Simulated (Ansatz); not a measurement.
fcc Ca, treated with B3LYP (VWN-RPA form) (Ansatz, a program for electronic structure, PAW).

Settings: plane-wave cutoff 460 eV, 10×10×10 k mesh, Fermi–Dirac smearing 0.05 eV, scalar-relativistic PAW data made under PBE.

Energies at three volumes about the minimum:

| V (Å³/atom) | E − E_lowest (meV/atom) |
|---|---|
| 42.113 | 1.40 |
| 42.916 | 0.00 |
| 44.272 | 1.31 |

Problem. Fit a parabola by hand: where is the minimum, what lattice constant follows, and what is the bulk modulus?

Solution. Slopes: (0.00 − 1.40)/(42.916 − 42.113) = -1.743 and (1.31 − 0.00)/(44.272 − 42.916) = 0.966 meV/Å³. Curvature E″ = 2 × (0.966 − (-1.743))/(44.272 − 42.113) = 2.509 meV/Å⁶. From the middle of the first interval, the slope vanishes at V0 = 42.5145 − (-1.743)/2.509 = 43.209 Å³/atom. B = V0 E″ = 43.209 × 2.509 meV/Å³ × 0.1602 GPa per meV/Å³ = 17.4 GPa. With 4 atoms in the cube, a = (4 × 43.209)^(1/3) = 5.570 Å. The full Birch–Murnaghan fit to all volumes gives V0 = 43.187 Å³/atom and B0 = 17.2 GPa.

Measured, for comparison: bulk modulus 18.6 GPa (corrected for temperature and zero-point phonon effects, our sources range from 15.9 to 18.7; as tabulated in Levämäki et al. (2014), arXiv:1402.3671); lattice constant a 5.553 Å (low-temperature or extrapolated to 0 K; zero-point anharmonic expansion removed; as tabulated in Csonka et al. (2009), arXiv:0903.4037). Computed (rounded) less measured: bulk modulus not scored (sources differ).
